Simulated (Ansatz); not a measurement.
**PH (triplet): one species, many methods**

Aim: compute PH (triplet) with functionals from several rungs and with coupled cluster, and see how far each lands from CCSD(T) at the basis-set limit for the atomisation energy.

The runs use Ansatz 0.2.0, Gaussian basis; functionals in def2-TZVPP, the program's frozen cores in correlated methods.

Plan: LDA (SPW92), PBE-D4, revPBE-D4, BLYP-D4, r2SCAN-D4, B97M-V, PBE0-D4, B3LYP-D4, r2SCANh-D4, r2SCAN0-D4, HSE06-D4, BHLYP-D4, CAM-B3LYP-D4, LC-ωPBE, ωB97X-V, ωB97M-V, B2PLYP, PBE-QIDH; CCSD(T)/def2-SVP; CCSD(T)/def2-TZVPP; CCSD(T)/def2-QZVPP; extrapolation to the limit; RPA on PBE.

### Step 1. The geometry

An earlier PBE0-D4 in a triple-zeta def2 set relaxation fixed the geometry.

SMILES `[PH]`, 2 atoms, charge 0, spin multiplicity 3.

Atoms are counted from 1 here; the program's logs count them from 0.

Bond lengths: P1–H2 1.428 Å.

Coordinates:

```xyz
2

P     0.0000    0.0000   -0.0145
H     0.0000    0.0000    1.4136
```

### Step 2. LDA

This LDA is Slater exchange with PW92 correlation.

The input, in.yaml:

```yaml
crystal:
  periodic: [false, false, false]
  atoms:
    - {symbol: P, position_ang: [0.000000, 0.000000, -0.014530]}
    - {symbol: H, position_ang: [-0.000000, -0.000000, 1.413600]}
basis:
  gaussian: {orbitals: def2-TZVPP}
magnetization: {spin_polarized: true, initial_magnetization: 2}
hamiltonian: {xc: lda}
output: {orbitals: {seedname: orbitals}}
```

The run is started by

```console
> ansatz run in.yaml --threads 2 --pin off --events-out ev --progress --plain --max-ram 32768MiB --backend cpu
```

The runs that follow: PBE-D4 (GGA); revPBE-D4 (GGA); BLYP-D4 (GGA); r2SCAN-D4 (meta-GGA); B97M-V (meta-GGA); PBE0-D4 (hybrid); B3LYP-D4 (hybrid); r2SCANh-D4 (hybrid); r2SCAN0-D4 (hybrid); HSE06-D4 (hybrid); BHLYP-D4 (hybrid); CAM-B3LYP-D4 (range-separated); LC-ωPBE (range-separated); ωB97X-V (range-separated); ωB97M-V (range-separated); B2PLYP (double hybrid); PBE-QIDH (double hybrid); CCSD(T) in def2-SVP; CCSD(T) in def2-TZVPP; CCSD(T) in def2-QZVPP; RPA on PBE orbitals.

Before running them: what should the planned runs give, taken together? Wanted: atomisation energy, CCSD(T)/CBS; farthest beyond LDA; mean size of error, GGA; mean size of error, meta-GGA; mean size of error, hybrid; mean size of error, range-separated; mean size of error, double hybrid; gap, smallest and largest; T1 diagnostic.

As calculated:

| quantity | value |
| --- | --- |
| atomisation energy, CCSD(T)/CBS | 307.2 kJ/mol |
| functionals within 1.5 kJ/mol (0.5 %) | LC-ωPBE |
| farthest beyond LDA | B97M-V (+18.6 kJ/mol) |
| mean size of error, GGA | 8.9 kJ/mol |
| mean size of error, meta-GGA | 13.4 kJ/mol |
| mean size of error, hybrid | 7.4 kJ/mol |
| mean size of error, range-separated | 9.4 kJ/mol |
| mean size of error, double hybrid | 5.0 kJ/mol |
| gap, smallest and largest | 1.74 eV (LDA (SPW92)), 9.84 eV (LC-ωPBE) |
| T1 diagnostic | 0.0180 |
| triples share of the correlation energy | 3.4 % |

LDA overbinds by 43.3 kJ/mol (14 %). PBE-D4 misses by +7.0 kJ/mol. Double hybrids carry the basis error of their MP2 part in triple zeta, and no dispersion term here, so their miss is partly the set-up's. By mean error the best rung here is double hybrid (5.0 kJ/mol) and the worst beyond LDA is meta-GGA (13.4 kJ/mol). The gap between the best rungs is small, so their order is not settled. Misses under about 1.5 kJ/mol are within the doubt on the reference itself, which lacks core-valence correlation, relativity and higher excitations. Hartree-Fock recovers 71 % of the binding; the rest is correlation. CCSD(T) in def2-SVP is off by -33.7 kJ/mol, more than most functionals: a good method in a small basis is no reference. The gap grows from 1.7 to 9.8 eV across the functionals, mostly with the share of exact exchange.
